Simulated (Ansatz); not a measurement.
# AlGa, singlet: the ladder up to full CI

Geometry: a PBE0/def2-TZVP stationary point for this spin. The triplet lies 0.2 eV lower here.

```xyz
2

Al    0.0000    0.0000    0.0000
Ga    0.0000    0.0000    3.0185
```

Basis cc-pVDZ; Ansatz 0.2.0. Only valence electrons are correlated (noble-gas cores and the filled d shells of p-block atoms frozen), which leaves 6 electrons in 26 orbitals. Prefix R: restricted or restricted open-shell reference; prefix U: unrestricted. Active spaces: valence = (6e, 8o) chosen from the atoms' valence shells. No spin–orbit coupling is included, and no scalar relativity.

Full CI is exact within this basis and frozen core; it isn't the basis-set limit. The frozen core follows each run's orbitals, which can shift R against U totals by a few meV for light atoms and by up to 0.1 eV past Ca.

* UHF ⟨S²⟩: 1.085
* T1 diagnostic (RCCSD): 0.0177
* largest doubles amplitude (RCCSD): 0.121

```csv
level,E − E(full CI) (kJ/mol),share of correlation (%),wall time
RHF,316.9,0.00,–
RMP2,104.3,67.10,–
CISD,37.3,88.24,1.2 s
RCCSD,14.0,95.57,–
RCCSD(T),5.2,98.36,1.7 s
BCCD(T),5.2,98.36,1.5 s
RCCSDT,1.9,99.42,–
CISDTQ,1.9,99.41,2.6 s
RCCSDT(Q),0.7,99.79,4.1 s
RCCSDTQ,0.1,99.97,12 s
```

The correlation energy at full CI, counted from RHF, is -3.285 eV. That run took 16 s on 1 thread of Intel Xeon Platinum 8488C, shared host over 1,690,944 determinants.

Run but not shown, since their state or frozen core can't be matched to the reference's or they repeat it: UHF, UMP2, UCCSD, UCCSD(T), UCCSDT, UCCSDT(Q), CASSCF (valence space), NEVPT2 (valence space), MRCISD (valence space), MRCISD+Q (valence space).

Times hold each run's SCF and search for its determinant on a shared host, so for small cases they say little of a method's own cost; they ran on 1 thread of Intel Xeon Platinum 8488C.

Unrestricted levels hold only the spin's projection, and here they fall towards a lower state of higher spin.

The full-CI state has the irrep A1 of C2v, in the program's axes (one component, if the state is degenerate).

Natural occupations of full CI about the gap: 1.915 1.880 1.707 0.127 0.127 0.061 0.048 0.048 0.016 0.016; effectively unpaired electrons, Σ n²(2−n)², 0.47.
